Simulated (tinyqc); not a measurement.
Inside a calculation. Method: MP2 on RHF in the sto-3g basis, for H2O, spin multiplicity 1. One step of it, computed by the program tinyqc.

Task: Orthogonalisation. S = U s U^T; symmetric (Loewdin) form X = U s^(-1/2) U^T, so that X^T S X = 1.

overlap S, lower triangle:
```
           1O 1s     1O 2s    1O 2px     1O 2py    1O 2pz     2H 1s     3H 1s
1O 1s   1.000000
1O 2s   0.236704  1.000000
1O 2px  0.000000  0.000000  1.000000
1O 2py  0.000000  0.000000  0.000000   1.000000
1O 2pz  0.000000  0.000000  0.000000   0.000000  1.000000
2H 1s   0.034062  0.357365  0.000000   0.230333  0.223912  1.000000
3H 1s   0.034062  0.357365  0.000000  -0.230333  0.223912  0.206217  1.000000
```

Give: eigenvalues of S; X.

Result:

eigenvalues of S: 0.4667  0.5552  0.8774  1.0000  1.1151  1.2386  1.7470

X, lower triangle:
```
          1O 1s    1O 2s  1O 2px   1O 2py   1O 2pz    2H 1s   3H 1s
1O 1s    1.0234
1O 2s   -0.1346   1.1328
1O 2px   0.0000   0.0000  1.0000
1O 2py   0.0000   0.0000  0.0000   1.0534
1O 2pz  -0.0073   0.0678  0.0000   0.0000   1.0415
2H 1s    0.0174  -0.1969  0.0000  -0.1495  -0.1210   1.1122
3H 1s    0.0174  -0.1969  0.0000   0.1495  -0.1210  -0.0750  1.1122
```
